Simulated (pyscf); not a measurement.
Substitution at C: trimethylgallium (H₃C–Ga(CH₃)–CH₃) + H atom (H•) → methane (CH₄) + [H₃C–Ga–CH₃]•

Gas phase, doublet surface, charge 0. Bonds broken: C1–Ga2. Bonds formed: C1–H14. Optimised with ωB97X-D3(BJ)/def2-SVP in PySCF.

Transition state (Å):

```xyz
14

C      0.9703     0.5403    -1.1054
Ga    -0.8354     0.6356     0.0923
C     -2.1084    -0.8810    -0.0226
C     -0.8038     1.7542     1.7299
H      1.3163    -0.1542    -0.3235
H      1.2935     1.5810    -1.0634
H      0.5743     0.1284    -2.0343
H     -1.9454    -1.5151    -0.9073
H     -3.1425    -0.4980    -0.0622
H     -2.0348    -1.5131     0.8791
H     -1.7797     2.2503     1.8666
H     -0.6397     1.1197     2.6182
H     -0.0234     2.5299     1.7094
H      2.3722     0.2209    -1.6648
```

One imaginary mode, 1634i cm⁻¹; descent along it reached the two sides named.

```csv
bond,change,reactant side (Å),saddle,product side
C1–Ga2,breaks,1.975,2.169,3.2
C1–H14,forms,3.8,1.543,1.099
```

Electronic energies relative to the separated reactants (kcal/mol):

```
level                   barrier  reaction energy  reverse barrier
----------------------  -------  ---------------  ---------------
ωB97X-D3(BJ)/def2-TZVP     22.1            -30.3             52.4
PBE/def2-TZVP              11.1            -33.9             45.0
r²SCAN/def2-TZVP           11.5            -34.3             45.8
B3LYP-D3(BJ)/def2-TZVP     13.4            -36.7             50.1
PBE0-D3(BJ)/def2-TZVP      15.7            -32.2             47.8
M06-2X/def2-TZVP           18.8            -33.9             52.6
ωB97M-D3(BJ)/def2-TZVP     20.1            -33.6             53.7
HF/def2-TZVP               34.9            -33.1             68.0
```

With ωB97M-D3(BJ)/def2-TZVP energies and thermal terms (ideal gas, 1 atm, RRHO with modes under 100 cm⁻¹ raised to 100, one conformer, R ln 2 for rigid chiral ones), in kcal/mol:

```
T (K)   ΔH‡   ΔG‡     ΔH     ΔG
-----  ----  ----  -----  -----
298    20.8  27.6  -29.2  -31.2
600    20.2  34.6  -30.9  -32.6
900    19.8  42.0  -32.5  -33.2
1200   19.4  49.4  -34.1  -33.1
```

Abstraction by the radical was not located in this set and often lies lower. This is the saddle that the search found; another between the same sides may lie lower. The angle at the attacked C is 165°. Elements up to Kr have no core potential and no relativistic terms here.
